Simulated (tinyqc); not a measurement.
Inside a calculation. Method: RHF in the sto-3g basis, for HF, spin multiplicity 1. Computed by tinyqc, a small Python program that keeps every step (integrals from PySCF). Settings: charge = 0, multiplicity = 1, basis = sto-3g, energy threshold = 1e-09, iteration cap = 61, orthogonalisation = canonical, start = random, DIIS depth = 8, method = RHF. Command: `OMP_NUM_THREADS=1 python tinyqc.py 21384 21385 out.jsonl` (the two numbers bound the seeds that draw the settings). One thread of a shared host (Intel(R) Xeon(R) Processor @ 2.60GHz), about 0.06 s of CPU time with the checks. Later iterations appear only in the table of the cycle.

## One-electron integrals

Geometry (angstrom):
```
atom,x,y,z
F,0.000000,0.000000,0.000000
H,0.000000,0.000000,0.992000
```

Basis sto-3g: exponents (1/bohr^2) and contraction coefficients of normalised primitives:
```
element,l (shell),exponent,coefficient
F,s (1),166.679130,0.154329
F,s (1),30.360812,0.535328
F,s (1),8.216821,0.444635
F,s (2),6.464803,-0.099967
F,s (2),1.502281,0.399513
F,s (2),0.488588,0.700115
F,p (3),6.464803,0.155916
F,p (3),1.502281,0.607684
F,p (3),0.488588,0.391957
H,s (1),3.425251,0.154329
H,s (1),0.623914,0.535328
H,s (1),0.168855,0.444635
```

Overlap, kinetic and nuclear-attraction integrals over the contracted functions; the nuclear repulsion is the sum of Za Zb / Rab.

nuclear repulsion = 4.80100292 hartree

overlap S, lower triangle:
```
,1F 1s,1F 2s,1F 2px,1F 2py,1F 2pz,2H 1s
1F 1s,1.000000
1F 2s,0.237990,1.000000
1F 2px,0.000000,0.000000,1.000000
1F 2py,0.000000,0.000000,0.000000,1.000000
1F 2pz,0.000000,0.000000,0.000000,0.000000,1.000000
2H 1s,0.041362,0.400142,0.000000,0.000000,0.322573,1.000000
```

kinetic energy T (hartree), lower triangle:
```
,1F 1s,1F 2s,1F 2px,1F 2py,1F 2pz,2H 1s
1F 1s,36.984577
1F 2s,-0.212858,1.037995
1F 2px,0.000000,0.000000,3.248015
1F 2py,0.000000,0.000000,0.000000,3.248015
1F 2pz,0.000000,0.000000,0.000000,0.000000,3.248015
2H 1s,-0.004343,0.091982,0.000000,0.000000,0.218737,0.760032
```

nuclear attraction V (hartree), lower triangle:
```
,1F 1s,1F 2s,1F 2px,1F 2py,1F 2pz,2H 1s
1F 1s,-77.543024
1F 2s,-9.303763,-12.072302
1F 2px,0.000000,0.000000,-11.947333
1F 2py,0.000000,0.000000,0.000000,-11.947333
1F 2pz,-0.012866,-0.156518,0.000000,0.000000,-12.043801
2H 1s,-1.662969,-3.668530,0.000000,0.000000,-2.607382,-5.875361
```

core Hamiltonian H = T + V (hartree), lower triangle:
```
,1F 1s,1F 2s,1F 2px,1F 2py,1F 2pz,2H 1s
1F 1s,-40.558448
1F 2s,-9.516621,-11.034307
1F 2px,0.000000,0.000000,-8.699319
1F 2py,0.000000,0.000000,0.000000,-8.699319
1F 2pz,-0.012866,-0.156518,0.000000,0.000000,-8.795787
2H 1s,-1.667312,-3.576548,0.000000,0.000000,-2.388645,-5.115329
```

## Two-electron integrals

Functions are numbered as in S; the eight-fold symmetry (ij|kl) = (ji|kl) = (kl|ij) leaves the list below.

Two-electron integrals (ij|kl) in chemists' order, unique and non-zero (hartree):
```
i,j,k,l,(ij|kl)
1,1,1,1,5.403501
2,1,1,1,0.841920
2,1,2,1,0.156299
2,2,1,1,1.268028
2,2,2,1,0.292344
2,2,2,2,0.926167
3,1,3,1,0.027998
3,2,3,1,0.043169
3,2,3,2,0.204588
3,3,1,1,1.264502
3,3,2,1,0.292403
3,3,2,2,0.925959
3,3,3,3,0.997514
4,1,4,1,0.027998
4,2,4,1,0.043169
4,2,4,2,0.204588
4,3,4,3,0.053770
4,4,1,1,1.264502
4,4,2,1,0.292403
4,4,2,2,0.925959
4,4,3,3,0.889973
4,4,4,4,0.997514
5,1,5,1,0.027998
5,2,5,1,0.043169
5,2,5,2,0.204588
5,3,5,3,0.053770
5,4,5,4,0.053770
5,5,1,1,1.264502
5,5,2,1,0.292403
5,5,2,2,0.925959
5,5,3,3,0.889973
5,5,4,4,0.889973
5,5,5,5,0.997514
6,1,1,1,0.148549
6,1,2,1,0.027339
6,1,2,2,0.050792
6,1,3,3,0.050715
6,1,4,4,0.050715
6,1,5,1,0.001123
6,1,5,2,0.002102
6,1,5,5,0.050954
6,1,6,1,0.004832
6,2,1,1,0.369192
6,2,2,1,0.086230
6,2,2,2,0.303973
6,2,3,3,0.299573
6,2,4,4,0.299573
6,2,5,1,0.005871
6,2,5,2,0.045461
6,2,5,5,0.312477
6,2,6,1,0.015296
6,2,6,2,0.121910
6,3,3,1,0.009111
6,3,3,2,0.053667
6,3,5,3,0.009616
6,3,6,3,0.018239
6,4,4,1,0.009111
6,4,4,2,0.053667
6,4,5,4,0.009616
6,4,6,4,0.018239
6,5,1,1,0.248221
6,5,2,1,0.058730
6,5,2,2,0.221642
6,5,3,3,0.212106
6,5,4,4,0.212106
6,5,5,1,0.012613
6,5,5,2,0.085182
6,5,5,5,0.240462
6,5,6,1,0.010864
6,5,6,2,0.108969
6,5,6,5,0.114905
6,6,1,1,0.516033
6,6,2,1,0.122511
6,6,2,2,0.497576
6,6,3,3,0.480361
6,6,4,4,0.480361
6,6,5,1,0.010688
6,6,5,2,0.115940
6,6,5,5,0.531427
6,6,6,1,0.021880
6,6,6,2,0.253436
6,6,6,5,0.263158
6,6,6,6,0.774606
```

## Orthogonalisation

S = U s U^T; canonical form X = U s^(-1/2), so that X^T S X = 1. Each column of U has its largest component positive (the first on a tie).

eigenvalues of S: 0.463990  0.845736  1.000000  1.000000  1.126402  1.563873

X:
```
,1,2,3,4,5,6
1F 1s,0.310019,0.754865,0.000000,0.000000,-0.585179,0.236902
1F 2s,-0.868355,-0.440807,0.000000,0.000000,-0.351968,0.470543
1F 2px,0.000000,0.000000,-0.338694,0.940897,0.000000,0.000000
1F 2py,0.000000,0.000000,0.940897,0.338694,0.000000,0.000000
1F 2pz,-0.589056,0.583452,0.000000,0.000000,0.604454,0.298722
2H 1s,0.978817,-0.279024,0.000000,0.000000,0.236859,0.522179
```

Within a degenerate level the vectors are fixed only up to a rotation; this is one choice.

## Starting guess

The start is random orthonormal orbitals; D = 2 C_occ C_occ^T.

D at the start, lower triangle:
```
,1F 1s,1F 2s,1F 2px,1F 2py,1F 2pz,2H 1s
1F 1s,2.119013
1F 2s,-0.532860,2.455953
1F 2px,0.063759,-0.231447,1.592119
1F 2py,0.004248,-0.015421,-0.027177,1.998189
1F 2pz,-0.110734,0.583735,0.386773,0.025770,1.917250
2H 1s,0.056471,-0.768480,0.635783,0.042361,-1.483317,1.738396
```

## Iteration 1: building the Fock matrix

J_ij = sum D_kl (ij|kl), K_ij = sum D_kl (ik|jl); F = H + J - 0.5 K; E = tr D H + tr D J / 2 - 0.25 tr D K + E_nn.

Coulomb J (hartree), lower triangle:
```
,1F 1s,1F 2s,1F 2px,1F 2py,1F 2pz,2H 1s
1F 1s,20.241407
1F 2s,3.855175,9.495803
1F 2px,-0.004827,-0.020957,9.465895
1F 2py,-0.000322,-0.001396,-0.002923,9.509564
1F 2pz,0.016463,0.108499,0.053821,0.003586,9.485705
2H 1s,0.675205,3.095057,0.006950,0.000463,2.277278,5.240282
```

exchange K (hartree), lower triangle:
```
,1F 1s,1F 2s,1F 2px,1F 2py,1F 2pz,2H 1s
1F 1s,11.070723
1F 2s,1.912665,3.040651
1F 2px,0.042777,-0.015682,2.236198
1F 2py,0.002850,-0.001045,-0.025648,2.619424
1F 2pz,-0.055309,0.020740,0.505981,0.033713,1.978204
2H 1s,0.311831,0.875318,0.324815,0.021642,0.157556,0.882768
```

Fock matrix F (hartree), lower triangle:
```
,1F 1s,1F 2s,1F 2px,1F 2py,1F 2pz,2H 1s
1F 1s,-25.852402
1F 2s,-6.617778,-3.058829
1F 2px,-0.026216,-0.013116,-0.351523
1F 2py,-0.001747,-0.000874,0.009901,-0.499467
1F 2pz,0.031251,-0.058389,-0.199169,-0.013270,-0.299183
2H 1s,-1.148022,-0.919149,-0.155458,-0.010358,-0.190146,-0.316432
```

total energy of this density = -97.28777183 hartree

## Iteration 1: diagonalisation and new density

Diagonalise F' = X^T F X, C = X C', fill 5 alpha and 5 beta electrons from the bottom; D = 2 C_occ C_occ^T. Each column has its largest component positive (the first on a tie).

F' = X^T F X (hartree), lower triangle:
```
,1,2,3,4,5,6
1,-0.621224
2,-2.498105,-10.670978
3,0.008716,0.023967,-0.488806
4,-0.030427,-0.083664,-0.039517,-0.362183
5,2.175855,10.561746,0.037882,-0.132238,-11.665003
6,-0.787840,-5.737718,0.042244,-0.147463,6.639319,-4.523574
```

orbital energies (hartree): MO1 -25.862418, MO2 -1.452442, MO3 -0.547147, MO4 -0.500126, MO5 -0.122308, MO6 0.152673

coefficients C:
```
,MO1,MO2,MO3,MO4,MO5,MO6
1F 1s,0.994683,-0.261302,0.029936,0.000000,0.008476,0.076477
1F 2s,0.022422,1.009713,-0.154180,0.000000,-0.020347,-0.499433
1F 2px,0.001005,0.020906,0.742183,-0.066481,-0.646964,-0.160451
1F 2py,0.000067,0.001393,0.049451,0.997788,-0.043106,-0.010691
1F 2pz,0.000566,0.052114,0.570493,0.000000,0.771925,-0.466859
2H 1s,-0.005402,0.040250,0.214153,0.000000,-0.037519,1.147079
```

D after iteration 1, lower triangle:
```
,1F 1s,1F 2s,1F 2px,1F 2py,1F 2pz,2H 1s
1F 1s,2.117282
1F 2s,-0.492649,2.088419
1F 2px,0.024542,-0.160269,1.948511
1F 2py,0.001635,-0.010679,-0.003431,1.999771
1F 2pz,0.021134,-0.102064,-0.149816,-0.009982,1.848091
2H 1s,-0.019596,0.016531,0.368099,0.024526,0.190611,0.097837
```

## Iteration 2: building the Fock matrix

As before.

Coulomb J (hartree), lower triangle:
```
,1F 1s,1F 2s,1F 2px,1F 2py,1F 2pz,2H 1s
1F 1s,20.740393
1F 2s,3.970149,9.839391
1F 2px,-0.005755,-0.023950,9.826926
1F 2py,-0.000383,-0.001596,-0.000369,9.832439
1F 2pz,-0.001625,0.005300,-0.009032,-0.000602,9.832350
2H 1s,0.694279,3.152566,-0.006209,-0.000414,2.268290,5.050165
```

exchange K (hartree), lower triangle:
```
,1F 1s,1F 2s,1F 2px,1F 2py,1F 2pz,2H 1s
1F 1s,11.095877
1F 2s,1.939158,3.198903
1F 2px,-0.000040,-0.042928,2.601444
1F 2py,-0.000003,-0.002860,-0.003238,2.649820
1F 2pz,0.002364,-0.018688,-0.059772,-0.003983,2.605039
2H 1s,0.355532,1.043748,0.095172,0.006341,0.688750,0.695969
```

Fock matrix F (hartree), lower triangle:
```
,1F 1s,1F 2s,1F 2px,1F 2py,1F 2pz,2H 1s
1F 1s,-25.365993
1F 2s,-6.516050,-2.794367
1F 2px,-0.005736,-0.002486,-0.173114
1F 2py,-0.000382,-0.000166,0.001250,-0.191790
1F 2pz,-0.015673,-0.141875,0.020854,0.001389,-0.265956
2H 1s,-1.150800,-0.945855,-0.053795,-0.003584,-0.464731,-0.413149
```

total energy of this density = -98.26520816 hartree

## Iteration 2: DIIS over 2 matrices

error matrix X^T (FDS - SDF) X:
```
,1,2,3,4,5,6
1,0.000000,-0.079653,-0.018683,0.065219,-0.350024,-0.485520
2,0.079653,0.000000,0.009872,-0.034462,0.120745,0.185172
3,0.018683,-0.009872,0.000000,0.000000,-0.015061,-0.016743
4,-0.065219,0.034462,0.000000,0.000000,0.052574,0.058445
5,0.350024,-0.120745,0.015061,-0.052574,0.000000,0.077717
6,0.485520,-0.185172,0.016743,-0.058445,-0.077717,0.000000
```

B (overlaps of the stored error matrices):
```
,1,2
1,6.9942236e+00,4.5507434e-01
2,4.5507434e-01,8.6414720e-01
```

Minimise |sum c_i e_i|^2 with sum c_i = 1: solve [B -1; -1 0][c; lambda] = [0; -1] with B_ij = tr e_i^T e_j, and take F = sum c_i F_i.

DIIS coefficients: 0.058874  0.941126

extrapolated F (hartree), lower triangle:
```
,1F 1s,1F 2s,1F 2px,1F 2py,1F 2pz,2H 1s
1F 1s,-25.394630
1F 2s,-6.522039,-2.809937
1F 2px,-0.006941,-0.003111,-0.183618
1F 2py,-0.000462,-0.000207,0.001759,-0.209904
1F 2pz,-0.012910,-0.136960,0.007900,0.000526,-0.267912
2H 1s,-1.150636,-0.944283,-0.059780,-0.003983,-0.448565,-0.407455
```

## Iteration 2: diagonalisation and new density

As before.

F' = X^T F X (hartree), lower triangle:
```
,1,2,3,4,5,6
1,-0.242569
2,-2.513385,-10.341349
3,0.017283,-0.004808,-0.208010
4,-0.060330,0.016785,-0.007021,-0.185512
5,2.074589,10.453584,0.001167,-0.004073,-11.436065
6,-0.866721,-5.741011,0.008822,-0.030797,6.384612,-4.565415
```

orbital energies (hartree): MO1 -25.405188, MO2 -1.254138, MO3 -0.398020, MO4 -0.210021, MO5 -0.188178, MO6 0.476624

coefficients C:
```
,MO1,MO2,MO3,MO4,MO5,MO6
1F 1s,0.994503,-0.247220,0.090615,0.000000,0.000796,0.078259
1F 2s,0.023100,0.928304,-0.438570,0.000000,-0.013944,-0.488695
1F 2px,0.000263,0.009710,0.103625,-0.066481,0.987016,-0.102703
1F 2py,0.000018,0.000647,0.006904,0.997788,0.065764,-0.006843
1F 2pz,0.002254,0.133273,0.720756,0.000000,-0.156250,-0.761796
2H 1s,-0.005248,0.171895,0.479410,0.000000,0.057211,1.049775
```

D after iteration 2, lower triangle:
```
,1F 1s,1F 2s,1F 2px,1F 2py,1F 2pz,2H 1s
1F 1s,2.116730
1F 2s,-0.492550,2.109639
1F 2px,0.016075,-0.100381,1.978904
1F 2py,0.001071,-0.006688,-0.001406,1.999906
1F 2pz,0.068961,-0.380307,-0.156477,-0.010426,1.123339
2H 1s,-0.008455,-0.103207,0.215630,0.014367,0.718991,0.525365
```

## Iteration 3: building the Fock matrix

As before.

Coulomb J (hartree), lower triangle:
```
,1F 1s,1F 2s,1F 2px,1F 2py,1F 2pz,2H 1s
1F 1s,20.284466
1F 2s,3.867325,9.590868
1F 2px,-0.003837,-0.016541,9.590266
1F 2py,-0.000256,-0.001102,-0.000151,9.592525
1F 2pz,-0.006453,0.024323,-0.012681,-0.000845,9.563194
2H 1s,0.676117,3.111421,-0.005625,-0.000375,2.266953,5.175535
```

exchange K (hartree), lower triangle:
```
,1F 1s,1F 2s,1F 2px,1F 2py,1F 2pz,2H 1s
1F 1s,11.076960
1F 2s,1.913833,3.105788
1F 2px,-0.000008,-0.031922,2.602443
1F 2py,-0.000001,-0.002127,-0.001327,2.622264
1F 2pz,0.004537,-0.091765,-0.099865,-0.006654,2.171182
2H 1s,0.352452,1.073236,0.038322,0.002553,0.835454,1.105291
```

Fock matrix F (hartree), lower triangle:
```
,1F 1s,1F 2s,1F 2px,1F 2py,1F 2pz,2H 1s
1F 1s,-25.812462
1F 2s,-6.606212,-2.996332
1F 2px,-0.003833,-0.000580,-0.410274
1F 2py,-0.000255,-0.000039,0.000512,-0.417926
1F 2pz,-0.021587,-0.086313,0.037252,0.002482,-0.318184
2H 1s,-1.167421,-1.001745,-0.024786,-0.001651,-0.539420,-0.492440
```

total energy of this density = -98.55459473 hartree

## Iteration 3: DIIS over 3 matrices

error matrix X^T (FDS - SDF) X:
```
,1,2,3,4,5,6
1,0.000000,-0.031945,-0.021781,0.076033,-0.066180,-0.078555
2,0.031945,0.000000,0.010561,-0.036866,0.025559,0.040540
3,0.021781,-0.010561,0.000000,0.000000,-0.004452,0.001671
4,-0.076033,0.036866,0.000000,0.000000,0.015542,-0.005834
5,0.066180,-0.025559,0.004452,-0.015542,0.000000,0.021135
6,0.078555,-0.040540,-0.001671,0.005834,-0.021135,0.000000
```

B (overlaps of the stored error matrices), lower triangle:
```
,1,2,3
1,6.9942236e+00
2,4.5507434e-01,8.6414720e-01
3,1.0095203e-01,1.6668096e-01,4.4677877e-02
```

As before.

DIIS coefficients: -0.001047  -0.211586  1.212633

extrapolated F (hartree), lower triangle:
```
,1F 1s,1F 2s,1F 2px,1F 2py,1F 2pz,2H 1s
1F 1s,-25.906886
1F 2s,-6.625277,-3.039000
1F 2px,-0.003407,-0.000164,-0.460515
1F 2py,-0.000227,-0.000011,0.000346,-0.465688
1F 2pz,-0.022894,-0.074586,0.040969,0.002730,-0.329254
2H 1s,-1.170959,-1.013657,-0.018511,-0.001233,-0.555589,-0.509401
```

## Iteration 3: diagonalisation and new density

As before.

F' = X^T F X (hartree), lower triangle:
```
,1,2,3,4,5,6
1,-0.231432
2,-2.681857,-10.652404
3,0.011914,-0.007333,-0.465315
4,-0.041589,0.025598,-0.001382,-0.460888
5,2.029333,10.596390,-0.006191,0.021611,-11.743436
6,-0.885754,-5.806828,-0.000466,0.001626,6.487145,-4.757555
```

orbital energies (hartree): MO1 -25.916531, MO2 -1.454068, MO3 -0.580370, MO4 -0.465711, MO5 -0.460305, MO6 0.565955

coefficients C:
```
,MO1,MO2,MO3,MO4,MO5,MO6
1F 1s,0.994792,-0.251596,0.073626,0.000000,0.015134,0.076999
1F 2s,0.021924,0.953624,-0.383239,0.000000,-0.083805,-0.479445
1F 2px,0.000126,-0.000840,-0.153764,-0.066481,0.984556,-0.050851
1F 2py,0.000008,-0.000056,-0.010245,0.997788,0.065600,-0.003388
1F 2pz,0.002465,0.069409,0.693282,0.000000,0.066625,-0.807527
2H 1s,-0.004955,0.146413,0.528439,0.000000,0.135470,1.022569
```

D after iteration 3, lower triangle:
```
,1F 1s,1F 2s,1F 2px,1F 2py,1F 2pz,2H 1s
1F 1s,2.117122
1F 2s,-0.495206,2.127550
1F 2px,0.007831,-0.048761,1.994828
1F 2py,0.000522,-0.003249,-0.000345,1.999977
1F 2pz,0.074082,-0.410065,-0.082127,-0.005472,0.979806
2H 1s,-0.001618,-0.148716,0.103997,0.006929,0.771067,0.638123
```

## Iteration 9 (converged): orbitals

converged F (hartree), lower triangle:
```
,1F 1s,1F 2s,1F 2px,1F 2py,1F 2pz,2H 1s
1F 1s,-25.897212
1F 2s,-6.623251,-3.036320
1F 2px,0.000000,0.000000,-0.462478
1F 2py,0.000000,0.000000,0.000000,-0.462478
1F 2pz,-0.021830,-0.075333,0.000000,0.000000,-0.318003
2H 1s,-1.170434,-1.009381,0.000000,0.000000,-0.544229,-0.502777
```

As before.

F' = X^T F X (hartree), lower triangle:
```
,1,2,3,4,5,6
1,-0.240524
2,-2.678055,-10.644919
3,0.000000,0.000000,-0.462478
4,0.000000,0.000000,0.000000,-0.462478
5,2.030060,10.596329,0.000000,0.000000,-11.732515
6,-0.884438,-5.802729,0.000000,0.000000,6.491266,-4.747442
```

orbital energies (hartree): MO1 -25.906868, MO2 -1.450560, MO3 -0.562443, MO4 -0.462478, MO5 -0.462478, MO6 0.554471

coefficients C:
```
,MO1,MO2,MO3,MO4,MO5,MO6
1F 1s,0.994787,-0.251996,0.074308,0.000000,0.000000,0.076585
1F 2s,0.021943,0.955772,-0.388671,0.000000,0.000000,-0.478116
1F 2px,0.000000,0.000000,0.000000,0.056930,0.998378,0.000000
1F 2py,0.000000,0.000000,0.000000,0.998378,-0.056930,0.000000
1F 2pz,0.002427,0.068341,0.694820,0.000000,0.000000,-0.809044
2H 1s,-0.004957,0.142828,0.544374,0.000000,0.000000,1.023690
```

D after iteration 9, lower triangle:
```
,1F 1s,1F 2s,1F 2px,1F 2py,1F 2pz,2H 1s
1F 1s,2.117249
1F 2s,-0.495807,2.130095
1F 2px,0.000000,0.000000,2.000000
1F 2py,0.000000,0.000000,0.000000,2.000000
1F 2pz,0.073646,-0.409369,0.000000,0.000000,0.974902
2H 1s,-0.000943,-0.150361,0.000000,0.000000,0.775982,0.633536
```

Within a degenerate level the vectors are fixed only up to a rotation; this is one choice.

## Convergence

Stop when the energy changes by less than 1e-09 hartree and every element of the error matrix X^T (F D S - S D F) X is below 9e-06.

Course of the cycle:
```
iteration,E (hartree),change,largest element of the error matrix
1,-97.28777183,-,1.17e+00
2,-98.26520816,-9.77e-01,4.86e-01
3,-98.55459473,-2.89e-01,7.86e-02
4,-98.56881789,-1.42e-02,4.03e-02
5,-98.57116283,-2.34e-03,6.74e-03
6,-98.57123576,-7.29e-05,7.41e-04
7,-98.57123629,-5.33e-07,7.87e-05
8,-98.57123630,-7.39e-09,9.01e-06
9,-98.57123630,-8.93e-11,6.90e-08
```

PySCF RHF in the same basis = -98.57123630 hartree

Converged in 9 iterations.

## Populations, bond orders and dipole

Mulliken: Z minus the diagonal of D S on the atom; Loewdin: the same with S^(1/2) D S^(1/2); Mayer order: 2 sum_s sum (D(s) S)_ij (D(s) S)_ji over the two atoms.

Charges (e):
```
atom,Mulliken,Loewdin
1F,-0.176358,-0.132060
2H,0.176358,0.132060
```

Mayer bond orders:
```
pair,order
2-1,0.968898
```

dipole moment about the origin, x y z (debye): 0.000000  0.000000  1.218678
